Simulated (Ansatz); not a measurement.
**A relaxation, step by step**

CH4ClO, doublet, PBE0-D4/def2-TZVP (Ansatz 0.2.0). Settings:

```yaml
hamiltonian: {xc: pbe0, dispersion: d4}
relax: {f_tol: 0.005, max_steps: 200}
```

Start, a step off a saddle point along its unstable mode:

```json
{"atom": "H1", "x (Å)": "-0.1739", "y (Å)": "-0.2658", "z (Å)": "-0.1552"}
{"atom": "C2", "x (Å)": "0.4646", "y (Å)": "-0.4664", "z (Å)": "0.2465"}
{"atom": "Cl3", "x (Å)": "1.3348", "y (Å)": "0.9432", "z (Å)": "0.9602"}
{"atom": "O4", "x (Å)": "-1.7100", "y (Å)": "0.5190", "z (Å)": "-1.0515"}
{"atom": "H5", "x (Å)": "1.1978", "y (Å)": "-0.9726", "z (Å)": "-0.4021"}
{"atom": "H6", "x (Å)": "0.2364", "y (Å)": "-1.1321", "z (Å)": "1.0908"}
{"atom": "H7", "x (Å)": "-1.3497", "y (Å)": "1.3747", "z (Å)": "-0.6886"}
```

```csv
step,energy less the last (meV),largest force component (eV/Å)
1,3334.7,23.744
2,167.8,2.034
3,103.3,0.813
4,81.3,0.963
5,62.2,0.493
6,56.4,1.111
7,27.4,0.491
8 (rejected trial),56.0,1.611
9,10.3,0.150
10,2.4,0.053
11 (rejected trial),10.9,0.657
12,1.0,0.055
13,0.6,0.038
14 (rejected trial),4.4,0.388
15,0.0,0.005
16,0.0,0.005
17,0.0,0.004
```

Step 7, positions (Å) and forces (eV/Å):

| atom | x | y | z | Fx | Fy | Fz |
| --- | --- | --- | --- | --- | --- | --- |
| H1 | -0.223 | -0.815 | -0.343 | -0.031 | -0.027 | -0.006 |
| C2 | 0.636 | -0.695 | 0.311 | 0.021 | -0.007 | -0.029 |
| Cl3 | 0.812 | 1.042 | 0.651 | 0.067 | 0.033 | 0.043 |
| O4 | -1.988 | 1.051 | -0.983 | 0.401 | 0.441 | 0.132 |
| H5 | 1.545 | -1.044 | -0.174 | -0.023 | 0.031 | 0.019 |
| H6 | 0.485 | -1.214 | 1.255 | -0.011 | 0.019 | -0.014 |
| H7 | -1.267 | 1.674 | -0.718 | -0.424 | -0.491 | -0.145 |

Step 13, positions (Å) and forces (eV/Å):

```csv
atom,x,y,z,Fx,Fy,Fz
H1,-0.251,-0.805,-0.332,0.001,-0.006,0.007
C2,0.621,-0.672,0.304,-0.038,0.032,-0.013
Cl3,0.805,1.070,0.625,0.025,-0.015,0.012
O4,-1.976,1.130,-1.075,-0.007,0.014,-0.009
H5,1.520,-1.022,-0.195,0.026,-0.004,-0.006
H6,0.487,-1.180,1.255,0.003,-0.003,0.011
H7,-1.206,1.480,-0.582,-0.010,-0.019,-0.001
```

Step 16, positions (Å) and forces (eV/Å):

```
atom       x       y       z      Fx      Fy      Fz
  H1  -0.256  -0.807  -0.318   0.001  -0.005   0.001
  C2   0.624  -0.674   0.307  -0.004   0.005   0.000
 Cl3   0.810   1.067   0.632   0.003   0.000   0.002
  O4  -1.981   1.150  -1.099   0.000   0.001  -0.001
  H5   1.518  -1.021  -0.203   0.000   0.001  -0.001
  H6   0.502  -1.185   1.259   0.000   0.000  -0.001
  H7  -1.217   1.471  -0.579   0.000  -0.001   0.001
```

Last step (17):

H1  (-0.258, -0.808, -0.314)
C2  (0.623, -0.674, 0.308)
Cl3  (0.810, 1.067, 0.634)
O4  (-1.980, 1.152, -1.103)
H5  (1.517, -1.020, -0.206)
H6  (0.506, -1.186, 1.259)
H7  (-1.218, 1.469, -0.578)
(Å)

Hardware: 4 CPU threads of an Arm Neoverse V2, shared host. Wall time about 89 s.
